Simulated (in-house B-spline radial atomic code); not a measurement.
# RPA and G0W0 on LC-wPBE: neutral neon

Configuration [He] 2s2 2p6, mean-field start LC-wPBE. Computed with an all-electron radial atomic-structure program (B-spline basis): all electrons, non-relativistic, point nucleus, each spin shell either full or empty, empty states to l = 9 with an (l + 1/2)⁻⁴ tail; G0W0 by contour deformation at full frequency.

Command:
```bash
python run_gw.py task.json out
```
Settings (radii: box in bohr, nucleus in fm):
```
Z                        10
electrons                10
configuration            [He] 2s2 2p6
hamiltonian              nr
method                   lc_wpbe
lmax                     9
spin_polarised           False
box_radius               40
intervals                51
```

Cost of the run: 1.3 s on 1 thread of Arm Neoverse N1 (shared host).

Energies (hartree):

```json
{"term": "mean-field total", "value": "-128.91760"}
{"term": "Hartree-Fock functional on these orbitals", "value": "-128.53730"}
{"term": "direct second order", "value": "-0.68104"}
{"term": "second-order exchange", "value": "0.23997"}
{"term": "SOSEX correction", "value": "0.21112"}
```

(1) What is the RPA correlation energy, and what remains with SOSEX?

Quasi-particle levels (eV):

| level | occupied | mean field | Σx - vxc | Σc | QP weight | G0W0 |
| --- | --- | --- | --- | --- | --- | --- |
| 2p | yes | -18.783 | -4.94 | ? | ? | ? |

G0W0 = mean field + (Σx - vxc) + Σc, with Σc (partial-wave tail included) taken at the quasi-particle energy. Levels of low weight are left out.

(2) Where does G0W0 put 2p?

Answers

(1) RPA gives -0.56682 hartree (-1.54 eV per electron); RPA + SOSEX gives -0.3557, and the second-order doubles -0.44107 hartree (no singles). SOSEX takes back 37 % of the RPA value.

(2) At -21.886 eV, with Σc = 1.84 eV and a quasi-particle weight of 0.912. The tabulated removal energy is 21.565 eV (NIST, measured).
